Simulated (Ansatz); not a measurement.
Ansatz (a program for electronic structure) input (B3LYP-D3(BJ)/def2-TZVP):

Ansatz 0.2 input:
```yaml
crystal:
  periodic: [false, false, false]
  atoms:
    - {symbol: C, position_ang: [-0.11732593, -0.15223322, 1.26606261]}
    - {symbol: N, position_ang: [0.09657573, 0.48373527, 0.05773286]}
    - {symbol: C, position_ang: [0.01340334, -0.28201973, -1.16935247]}
    - {symbol: H, position_ang: [0.04882662, 0.42807190, 2.16176395]}
    - {symbol: H, position_ang: [-0.86487752, -0.93328472, 1.27785534]}
    - {symbol: H, position_ang: [0.83640544, 1.16927281, 0.06627815]}
    - {symbol: H, position_ang: [0.78928037, -1.05561135, -1.24473288]}
    - {symbol: H, position_ang: [0.09720524, 0.38619936, -2.02630962]}
    - {symbol: H, position_ang: [-0.95933461, -0.77527729, -1.21924583]}
basis:
  gaussian:
    orbitals: def2-TZVP
hamiltonian:
  xc: b3lyp
  dispersion: d3bj
magnetization: {spin_polarized: true, initial_magnetization: 1}
phonons: {temperatures: {t_min: 298.15, t_max: 298.15, t_step: 100}}
```

Output:

```
Functional definition: B3LYP
integrals: 0.03 GiB planned
779 factors; their error is unknown
mean field: 0.51 GiB planned
mean field evaluation 1: about -3653.9416 eV, gradient 4.1e1 eV
mean field evaluation 2: about -3647.9976 eV, gradient 5.4e1 eV
mean field evaluation 4: about -3661.7223 eV, gradient 3.3e0 eV
mean field evaluation 8: about -3661.7668 eV, gradient 7.3e-2 eV
mean field evaluation 16: about -3661.7541 eV, gradient 1.3e-4 eV
mean field -3661.75407012 eV, -134.5669800507 hartree, gradient 2.0e-5 eV, S^2 0.753827; 0 other end points of the search recorded, 0 dependent functions left out
the calculation of the forces begins
reference -3661.75430536 eV, -134.5669886958 hartree; 13, 12 occupied and 116, 117 virtual orbitals, 779 factors
these checks for a lower state are left out or cut short: stability, starts, cluster_reference, orbital_swaps, neighbouring_geometries, increment
integrals: 0.03 GiB planned
779 factors; their error is unknown
mean field: 0.51 GiB planned
mean field -3661.75399352 eV, -134.5669772358 hartree, gradient 2.8e-6 eV, S^2 0.753823; 0 other end points of the search recorded, 0 dependent functions left out
the calculation of the forces begins
reference -3661.75422882 eV, -134.5669858829 hartree; 13, 12 occupied and 116, 117 virtual orbitals, 779 factors
these checks for a lower state are left out or cut short: stability, starts, cluster_reference, orbital_swaps, neighbouring_geometries, increment
integrals: 0.03 GiB planned
779 factors; their error is unknown
mean field: 0.51 GiB planned
mean field evaluation 32: about -3661.7540 eV, gradient 2.8e-6 eV
mean field -3661.75399721 eV, -134.5669773714 hartree, gradient 2.8e-6 eV, S^2 0.753832; 0 other end points of the search recorded, 0 dependent functions left out
the calculation of the forces begins
reference -3661.75423240 eV, -134.5669860145 hartree; 13, 12 occupied and 116, 117 virtual orbitals, 779 factors
these checks for a lower state are left out or cut short: stability, starts, cluster_reference, orbital_swaps, neighbouring_geometries, increment
integrals: 0.03 GiB planned
779 factors; their error is unknown
mean field: 0.50 GiB planned
mean field -3661.75393221 eV, -134.5669749827 hartree, gradient 2.8e-6 eV, S^2 0.753827; 0 other end points of the search recorded, 0 dependent functions left out
the calculation of the forces begins
reference -3661.75416741 eV, -134.5669836262 hartree; 13, 12 occupied and 116, 117 virtual orbitals, 779 factors
these checks for a lower state are left out or cut short: stability, starts, cluster_reference, orbital_swaps, neighbouring_geometries, increment
integrals: 0.03 GiB planned
779 factors; their error is unknown
mean field: 0.51 GiB planned
mean field -3661.75392386 eV, -134.5669746759 hartree, gradient 2.8e-6 eV, S^2 0.753828; 0 other end points of the search recorded, 0 dependent functions left out
the calculation of the forces begins
reference -3661.75415915 eV, -134.5669833227 hartree; 13, 12 occupied and 116, 117 virtual orbitals, 779 factors
these checks for a lower state are left out or cut short: stability, starts, cluster_reference, orbital_swaps, neighbouring_geometries, increment
integrals: 0.03 GiB planned
779 factors; their error is unknown
mean field: 0.51 GiB planned
mean field -3661.75391242 eV, -134.5669742554 hartree, gradient 2.9e-6 eV, S^2 0.753834; 0 other end points of the search recorded, 0 dependent functions left out
the calculation of the forces begins
reference -3661.75414761 eV, -134.5669828986 hartree; 13, 12 occupied and 116, 117 virtual orbitals, 779 factors
these checks for a lower state are left out or cut short: stability, starts, cluster_reference, orbital_swaps, neighbouring_geometries, increment
integrals: 0.03 GiB planned
[...]
these checks for a lower state are left out or cut short: stability, starts, cluster_reference, orbital_swaps, neighbouring_geometries, increment
integrals: 0.03 GiB planned
779 factors; their error is unknown
mean field: 0.51 GiB planned
mean field -3661.75403319 eV, -134.5669786938 hartree, gradient 2.8e-6 eV, S^2 0.753828; 0 other end points of the search recorded, 0 dependent functions left out
the calculation of the forces begins
reference -3661.75426841 eV, -134.5669873378 hartree; 13, 12 occupied and 116, 117 virtual orbitals, 779 factors
these checks for a lower state are left out or cut short: stability, starts, cluster_reference, orbital_swaps, neighbouring_geometries, increment
integrals: 0.03 GiB planned
779 factors; their error is unknown
mean field: 0.51 GiB planned
mean field -3661.75407369 eV, -134.5669801819 hartree, gradient 1.0e-6 eV, S^2 0.753827; 0 other end points of the search recorded, 0 dependent functions left out
the calculation of the forces begins
reference -3661.75430896 eV, -134.5669888281 hartree; 13, 12 occupied and 116, 117 virtual orbitals, 779 factors
these checks for a lower state are left out or cut short: stability, starts, cluster_reference, orbital_swaps, neighbouring_geometries, increment
integrals: 0.03 GiB planned
779 factors; their error is unknown
mean field: 0.51 GiB planned
mean field -3661.75405549 eV, -134.5669795131 hartree, gradient 2.8e-6 eV, S^2 0.753827; 0 other end points of the search recorded, 0 dependent functions left out
the calculation of the forces begins
reference -3661.75429076 eV, -134.5669881591 hartree; 13, 12 occupied and 116, 117 virtual orbitals, 779 factors
these checks for a lower state are left out or cut short: stability, starts, cluster_reference, orbital_swaps, neighbouring_geometries, increment
integrals: 0.03 GiB planned
779 factors; their error is unknown
mean field: 0.51 GiB planned
mean field evaluation 320: about -3661.7538 eV, gradient 3.0e-1 eV
mean field -3661.75405589 eV, -134.5669795278 hartree, gradient 2.8e-6 eV, S^2 0.753828; 0 other end points of the search recorded, 0 dependent functions left out
the calculation of the forces begins
reference -3661.75429111 eV, -134.5669881720 hartree; 13, 12 occupied and 116, 117 virtual orbitals, 779 factors
these checks for a lower state are left out or cut short: stability, starts, cluster_reference, orbital_swaps, neighbouring_geometries, increment
integrals: 0.03 GiB planned
779 factors; their error is unknown
mean field: 0.50 GiB planned
mean field -3661.75402204 eV, -134.5669782840 hartree, gradient 2.8e-6 eV, S^2 0.753828; 0 other end points of the search recorded, 0 dependent functions left out
the calculation of the forces begins
reference -3661.75425733 eV, -134.5669869308 hartree; 13, 12 occupied and 116, 117 virtual orbitals, 779 factors
these checks for a lower state are left out or cut short: stability, starts, cluster_reference, orbital_swaps, neighbouring_geometries, increment
integrals: 0.03 GiB planned
779 factors; their error is unknown
mean field: 0.51 GiB planned
mean field -3661.75401790 eV, -134.5669781318 hartree, gradient 2.8e-6 eV, S^2 0.753827; 0 other end points of the search recorded, 0 dependent functions left out
the calculation of the forces begins
reference -3661.75425310 eV, -134.5669867751 hartree; 13, 12 occupied and 116, 117 virtual orbitals, 779 factors
these checks for a lower state are left out or cut short: stability, starts, cluster_reference, orbital_swaps, neighbouring_geometries, increment
integrals: 0.03 GiB planned
779 factors; their error is unknown
mean field: 0.51 GiB planned
mean field -3661.75397892 eV, -134.5669766992 hartree, gradient 2.8e-6 eV, S^2 0.753827; 0 other end points of the search recorded, 0 dependent functions left out
the calculation of the forces begins
reference -3661.75421410 eV, -134.5669853419 hartree; 13, 12 occupied and 116, 117 virtual orbitals, 779 factors
these checks for a lower state are left out or cut short: stability, starts, cluster_reference, orbital_swaps, neighbouring_geometries, increment
integrals: 0.03 GiB planned
779 factors; their error is unknown
mean field: 0.50 GiB planned
mean field evaluation 352: about -3661.7540 eV, gradient 2.8e-6 eV
mean field -3661.75402163 eV, -134.5669782690 hartree, gradient 2.8e-6 eV, S^2 0.753828; 0 other end points of the search recorded, 0 dependent functions left out
the calculation of the forces begins
reference -3661.75425694 eV, -134.5669869165 hartree; 13, 12 occupied and 116, 117 virtual orbitals, 779 factors
these checks for a lower state are left out or cut short: stability, starts, cluster_reference, orbital_swaps, neighbouring_geometries, increment
integrals: 0.03 GiB planned
779 factors; their error is unknown
mean field: 0.51 GiB planned
mean field -3661.75397902 eV, -134.5669767029 hartree, gradient 2.8e-6 eV, S^2 0.753828; 0 other end points of the search recorded, 0 dependent functions left out
the calculation of the forces begins
reference -3661.75421419 eV, -134.5669853455 hartree; 13, 12 occupied and 116, 117 virtual orbitals, 779 factors
these checks for a lower state are left out or cut short: stability, starts, cluster_reference, orbital_swaps, neighbouring_geometries, increment
integrals: 0.03 GiB planned
779 factors; their error is unknown
mean field: 0.51 GiB planned
mean field -3661.75399350 eV, -134.5669772353 hartree, gradient 2.8e-6 eV, S^2 0.753827; 0 other end points of the search recorded, 0 dependent functions left out
the calculation of the forces begins
reference -3661.75422882 eV, -134.5669858829 hartree; 13, 12 occupied and 116, 117 virtual orbitals, 779 factors
these checks for a lower state are left out or cut short: stability, starts, cluster_reference, orbital_swaps, neighbouring_geometries, increment
integrals: 0.03 GiB planned
779 factors; their error is unknown
mean field: 0.50 GiB planned
mean field -3661.75403178 eV, -134.5669786420 hartree, gradient 2.8e-6 eV, S^2 0.753828; 0 other end points of the search recorded, 0 dependent functions left out
the calculation of the forces begins
reference -3661.75426701 eV, -134.5669872863 hartree; 13, 12 occupied and 116, 117 virtual orbitals, 779 factors
these checks for a lower state are left out or cut short: stability, starts, cluster_reference, orbital_swaps, neighbouring_geometries, increment
integrals: 0.03 GiB planned
779 factors; their error is unknown
mean field: 0.51 GiB planned
mean field -3661.75404318 eV, -134.5669790608 hartree, gradient 2.8e-6 eV, S^2 0.753827; 0 other end points of the search recorded, 0 dependent functions left out
the calculation of the forces begins
reference -3661.75427845 eV, -134.5669877067 hartree; 13, 12 occupied and 116, 117 virtual orbitals, 779 factors
these checks for a lower state are left out or cut short: stability, starts, cluster_reference, orbital_swaps, neighbouring_geometries, increment
integrals: 0.03 GiB planned
779 factors; their error is unknown
mean field: 0.51 GiB planned
mean field evaluation 384: about -3661.7540 eV, gradient 2.0e-4 eV
mean field -3661.75403723 eV, -134.5669788422 hartree, gradient 2.8e-6 eV, S^2 0.753828; 0 other end points of the search recorded, 0 dependent functions left out
the calculation of the forces begins
reference -3661.75427246 eV, -134.5669874867 hartree; 13, 12 occupied and 116, 117 virtual orbitals, 779 factors
these checks for a lower state are left out or cut short: stability, starts, cluster_reference, orbital_swaps, neighbouring_geometries, increment
integrals: 0.03 GiB planned
779 factors; their error is unknown
mean field: 0.51 GiB planned
mean field -3661.75407004 eV, -134.5669800479 hartree, gradient 9.6e-7 eV, S^2 0.753827; 0 other end points of the search recorded, 0 dependent functions left out
the calculation of the forces begins
reference -3661.75430530 eV, -134.5669886936 hartree; 13, 12 occupied and 116, 117 virtual orbitals, 779 factors
Total energy: -3661.96241922 eV, -134.5746367390 hartree
Atom 0 at    -0.117326    -0.152233     1.266063 Å, force     0.000550     0.000691    -0.001326 eV/Å
Atom 1 at     0.096576     0.483735     0.057733 Å, force    -0.001329    -0.001028     0.000437 eV/Å
Atom 2 at     0.013403    -0.282020    -1.169352 Å, force     0.001122     0.000415    -0.000295 eV/Å
Atom 3 at     0.048827     0.428072     2.161764 Å, force     0.000055     0.000455     0.000253 eV/Å
Atom 4 at    -0.864878    -0.933285     1.277855 Å, force    -0.000262    -0.000438    -0.000006 eV/Å
Atom 5 at     0.836405     1.169273     0.066278 Å, force    -0.000181    -0.000692     0.000129 eV/Å
Atom 6 at     0.789280    -1.055611    -1.244733 Å, force    -0.000333    -0.000155    -0.000093 eV/Å
Atom 7 at     0.097205     0.386199    -2.026310 Å, force    -0.000314    -0.000092    -0.000088 eV/Å
Atom 8 at    -0.959335    -0.775277    -1.219246 Å, force     0.000691     0.000844     0.000989 eV/Å
Dipole moment:     0.100861     0.108727    -0.222535 e Å
Vibrations: 197.43 328.23 391.06 598.95 636.45 961.85 1042.84 1138.21 1250.01 1299.42 1450.47 1472.53 1484.06 1500.74 1535.87 2972.60 3060.41 3106.99 3143.30 3253.40 3571.97 cm⁻¹, zero-point energy 2.132328 eV
```

It need not be the lowest isomer of its formula.
